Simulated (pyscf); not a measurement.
# Routes from `[NH2][BH][OH]` + `[H][H]`

Candidate steps break at most two bonds and form at most two. Each was searched with GFN2-xTB (tblite) first. Single points on ωB97X-D3(BJ)/def2-SVP structures (PySCF, gas phase). Energies: ωB97M-D3(BJ)/def2-TZVP, kcal/mol, from the separated reactants, singlet surface; ΔG‡ with ideal gas, 1 atm, RRHO with modes under 100 cm⁻¹ raised to 100, one conformer, R ln 2 for chiral ones without a mode under 150 cm⁻¹.

```csv
products,type,ΔE‡,ΔE,ΔG‡ 298 K,ΔG‡ 900 K,ν‡ (cm⁻¹)
H₂B–OH + NH₃,four-centre exchange,47.2,+24.0,56.2,74.0,1519i
H₂B–NH₂ + H₂O,four-centre exchange,54.0,+23.9,62.8,80.3,1453i
```

Row 1: On the product side the descent ends in an adduct with a B–N contact, 13.1 kcal/mol under the separated species and 36.8 kcal/mol under the saddle at ωB97X-D3(BJ)/def2-TZVP. 

Plain bond fissions and candidates not yet searched are not listed, and one of them may be faster. Each barrier is that of the saddle found; lower ones may exist.
